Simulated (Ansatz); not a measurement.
A run of Ansatz (development build ahead of 0.2.0) on triplet C6H4 at this shape:

```xyz
10

C     1.3900    0.0000    0.0000
C     0.6950    1.2038    0.0000
C    -0.6950    1.2038    0.0000
C    -1.3900    0.0000    0.0000
C    -0.6950   -1.2038    0.0000
C     0.6950   -1.2038    0.0000
H    -1.2375    2.1434    0.0000
H    -2.4750    0.0000    0.0000
H    -1.2375   -2.1434    0.0000
H     1.2375   -2.1434    0.0000
```

Its results:

```
Converged                       : yes
Total energy                    : -229.46820 hartree
Spin squared of the determinant : 2.000
Stability test                  : minimum among restricted orbitals
```

Problem. Which input gives this output? Name the method, the orbitals and the basis set, and write the input.

Solution. ROHF in def2-TZVP.

```yaml
crystal:
  periodic: [false, false, false]
  atoms:
    - { symbol: C, position_ang: [1.39, 0.0, 0.0] }
    - { symbol: C, position_ang: [0.695, 1.20378, 0.0] }
    - { symbol: C, position_ang: [-0.695, 1.20378, 0.0] }
    - { symbol: C, position_ang: [-1.39, 0.0, 0.0] }
    - { symbol: C, position_ang: [-0.695, -1.20378, 0.0] }
    - { symbol: C, position_ang: [0.695, -1.20378, 0.0] }
    - { symbol: H, position_ang: [-1.2375, 2.14341, 0.0] }
    - { symbol: H, position_ang: [-2.475, 0.0, 0.0] }
    - { symbol: H, position_ang: [-1.2375, -2.14341, 0.0] }
    - { symbol: H, position_ang: [1.2375, -2.14341, 0.0] }
basis:
  gaussian: { orbitals: def2-TZVP }
magnetization:
  initial_magnetization: 2
hamiltonian:
  xc: hf
```

Caution: another spin multiplicity may lie lower.
